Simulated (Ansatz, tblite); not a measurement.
Removing an electron: SiH3(NHMe) (CH7NSi). Total charge 0; singlet. Geometry: PBE0-D4/def2-TZVP. Ansatz, gas phase; energy differences of separate SCF runs; the oxidised species was run as a doublet alone.

Cartesian coordinates in Å:
```
Si 0.223 -1.183 -0.720
H 0.495 -2.531 -0.156
H -0.984 -1.245 -1.595
H 1.354 -0.778 -1.606
N 0.020 -0.125 0.606
C -0.245 1.291 0.514
H 0.094 -0.484 1.542
H 0.551 1.896 0.964
H -0.315 1.587 -0.536
H -1.193 1.570 0.988
```

The xTB rows come from tblite. Correlated methods freeze 7 core orbitals.

(1) Estimate orbital energies and vertical ionisation energies at: GFN1-xTB; GFN2-xTB; HF/def2-TZVPP; PBE-D4/def2-TZVP; r2SCAN-D4/def2-TZVP; PBE0-D4/def2-TZVP; MP2/def2-TZVPP; CCSD/def2-TZVPP; CCSD(T)/def2-TZVPP.

Answers

(1) 
| level | −HOMO (eV) | vertical IE (eV) | −LUMO (eV) | HOMO–LUMO gap (eV) |
| --- | --- | --- | --- | --- |
| GFN1-xTB | 11.02 | 14.43 | 4.99 | 6.03 |
| GFN2-xTB | 9.86 | 13.28 | 4.51 | 5.35 |
| HF/def2-TZVPP | – | 7.83 | – | – |
| PBE-D4/def2-TZVP | 5.32 | 8.72 | 0.35 | 4.98 |
| r2SCAN-D4/def2-TZVP | 5.59 | 8.72 | -0.16 | 5.75 |
| PBE0-D4/def2-TZVP | 6.68 | 8.86 | -0.49 | 7.17 |
| MP2/def2-TZVPP | – | 9.30 | – | – |
| CCSD/def2-TZVPP | – | 8.99 | – | – |
| CCSD(T)/def2-TZVPP | – | 9.05 | – | – |

 Raw xTB energy differences between charge states are shifted by several eV; the methods need an empirical correction for them.
